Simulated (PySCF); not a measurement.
# Electronic absorption of C4H5ClO

Species: C₄H₅ClO.
Bonds: C1–C2, C2–C3, C3–Cl4, C3–C5 (double), C5–O6 (double). Hydrogens: H7, H8, H9 on C1; H10, H11 on C2.

Theory: TDDFT CAM-B3LYP/def2-SVPD, vertical, gas phase, core orbitals frozen in the response (PySCF 2.14.0, density-fitted response routines). Isolated species at its GFN2-xTB geometry (one conformer only). Torsions of this conformer, `[CH3:1][CH2:2][C:3]([Cl:4])=[C:5]=[O:6]`: C1–C2–C3–Cl4 69°.

**Question.** List the vertical singlet excitations with oscillator strengths and describe the spectrum.

**Answer.** 

```csv
state,E (eV),E (kJ/mol),λ (nm),f,"main configurations (H = HOMO, L = LUMO)"
S1,2.81,271,441.7,0.0000,H→L (97%)
S2,5.98,577,207.3,0.0008,"H→L+1 (80%), H→L+2 (15%)"
S3,6.26,604,198.1,0.0024,H-1→L (97%)
S4,6.48,625,191.5,0.0019,"H-2→L (23%), H→L+2 (18%), H→L+3 (12%)"
S5,7.06,681,175.7,0.018,"H-2→L (53%), H→L+2 (24%)"
S6,7.26,700,170.8,0.095,"H→L+3 (41%), H→L+5 (11%), H→L+2 (11%)"
S7,7.44,718,166.6,0.0064,"H→L+4 (37%), H→L+2 (23%), H→L+5 (16%)"
S8,7.56,730,164.0,0.023,"H→L+5 (39%), H→L+4 (36%), H→L+6 (12%)"
```

Triplets (Tamm–Dancoff): T1 2.39 eV, H→L (97%); T2 5.12 eV, H→L+6 (46%), H→L+3 (17%), H→L+2 (10%); T3 5.76 eV, H-1→L (66%), H→L+1 (12%).

The lowest singlet comes at 442 nm (271 kJ/mol) in the visible; it is dark (f under 0.0005); its leading configuration is HOMO→LUMO (97%). The most intense listed level is S6 at 7.26 eV (171 nm, f = 0.095), 4.45 eV above S1. Löwdin shares by element: HOMO carbon 50% or more, chlorine 21%, oxygen 19%; LUMO carbon 46% or more, oxygen 27%, chlorine 21%. The listed states span 4.76 eV, and the widest gap between neighbours is 3.17 eV (S1 to S2). The oscillator strengths of these states sum to 0.148; summed over the whole spectrum of an exact calculation they would give the number of electrons, 54 (Thomas–Reiche–Kuhn). Orbital energies (eV): HOMO-3 -11.87, HOMO-2 -11.36, HOMO-1 -10.73, HOMO -8.08, LUMO -0.80, LUMO+1 1.01, LUMO+2 1.73. S1 lies in the visible range (380 to 750 nm), at 442 nm, dark in the vertical dipole picture (f under 0.0005); light of that wavelength is blue, and its complementary colour is yellow; a Tamm–Dancoff triplet lies at 519 nm, without intensity as long as spin–orbit coupling is left out. The window holds the lowest 8 singlets.
